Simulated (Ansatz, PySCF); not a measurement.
Potential energy curve for LiH, singlet.

- RKS-PBE = restricted PBE/def2-TZVP in Ansatz (a first-principles code)
- UKS-B3LYP/6-31G* = unrestricted B3LYP/6-31G*, spherical d (PySCF 2.14.0)
- UMP2/3-21G = PySCF with unrestricted MP2 (frozen core)/3-21G

Energies are in kcal/mol, each relative to the lowest point of its own curve near equilibrium.

```json
[
 {"R / Å": "1.22", "RKS-PBE": "17.4", "UKS-B3LYP/6-31G*": "19.3", "UMP2/3-21G": "22.0"},
 {"R / Å": "1.27", "RKS-PBE": "12.3", "UKS-B3LYP/6-31G*": "13.8", "UMP2/3-21G": "16.1"},
 {"R / Å": "1.36", "RKS-PBE": "5.8", "UKS-B3LYP/6-31G*": "6.8", "UMP2/3-21G": "8.4"},
 {"R / Å": "1.47", "RKS-PBE": "1.5", "UKS-B3LYP/6-31G*": "2.0", "UMP2/3-21G": "2.9"},
 {"R / Å": "1.51", "RKS-PBE": "0.7", "UKS-B3LYP/6-31G*": "1.0", "UMP2/3-21G": "1.7"},
 {"R / Å": "1.55", "RKS-PBE": "0.2", "UKS-B3LYP/6-31G*": "0.4", "UMP2/3-21G": "0.8"},
 {"R / Å": "1.60", "RKS-PBE": "0.0", "UKS-B3LYP/6-31G*": "0.0", "UMP2/3-21G": "0.2"},
 {"R / Å": "1.67", "RKS-PBE": "0.3", "UKS-B3LYP/6-31G*": "0.1", "UMP2/3-21G": "0.0"},
 {"R / Å": "1.69", "RKS-PBE": "0.5", "UKS-B3LYP/6-31G*": "0.3", "UMP2/3-21G": "0.1"},
 {"R / Å": "1.74", "RKS-PBE": "1.1", "UKS-B3LYP/6-31G*": "0.9", "UMP2/3-21G": "0.5"},
 {"R / Å": "1.84", "RKS-PBE": "3.0", "UKS-B3LYP/6-31G*": "2.7", "UMP2/3-21G": "2.0"},
 {"R / Å": "2.01", "RKS-PBE": "7.4", "UKS-B3LYP/6-31G*": "7.3", "UMP2/3-21G": "6.3"},
 {"R / Å": "2.16", "RKS-PBE": "12.0", "UKS-B3LYP/6-31G*": "12.2", "UMP2/3-21G": "11.1"},
 {"R / Å": "2.39", "RKS-PBE": "19.4", "UKS-B3LYP/6-31G*": "20.4", "UMP2/3-21G": "22.5"},
 {"R / Å": "2.61", "RKS-PBE": "26.3", "UKS-B3LYP/6-31G*": "28.1", "UMP2/3-21G": "29.5"},
 {"R / Å": "2.86", "RKS-PBE": "33.6", "UKS-B3LYP/6-31G*": "36.0", "UMP2/3-21G": "34.1"},
 {"R / Å": "3.19", "RKS-PBE": "42.0", "UKS-B3LYP/6-31G*": "43.2", "UMP2/3-21G": "37.2"},
 {"R / Å": "3.52", "RKS-PBE": "49.0", "UKS-B3LYP/6-31G*": "48.1", "UMP2/3-21G": "38.7"},
 {"R / Å": "3.88", "RKS-PBE": "55.0", "UKS-B3LYP/6-31G*": "51.6", "UMP2/3-21G": "39.5"},
 {"R / Å": "4.36", "RKS-PBE": "61.0", "UKS-B3LYP/6-31G*": "54.4", "UMP2/3-21G": "40.0"},
 {"R / Å": "4.72", "RKS-PBE": "64.3", "UKS-B3LYP/6-31G*": "55.6", "UMP2/3-21G": "40.2"},
 {"R / Å": "5.55", "RKS-PBE": "69.1", "UKS-B3LYP/6-31G*": "56.7", "UMP2/3-21G": "40.5"},
 {"R / Å": "6.37", "RKS-PBE": "71.5", "UKS-B3LYP/6-31G*": "56.8", "UMP2/3-21G": "40.6"}
]
```

At the longest distance, 6.37 Å, RKS-PBE lies highest above its minimum (71.5 kcal/mol) and UMP2/3-21G lowest (40.6 kcal/mol).

The restricted form behind RKS-PBE keeps the bonding electrons paired and can't separate into open-shell fragments. The unrestricted determinant behind UKS-B3LYP/6-31G* is spin-contaminated at 2.86 to 6.37 Å (<S²> up to 1.0, against 0.00 for a pure singlet). The unrestricted determinant behind UMP2/3-21G is spin-contaminated at 2.39 to 6.37 Å (<S²> up to 1.0, against 0.00 for a pure singlet).
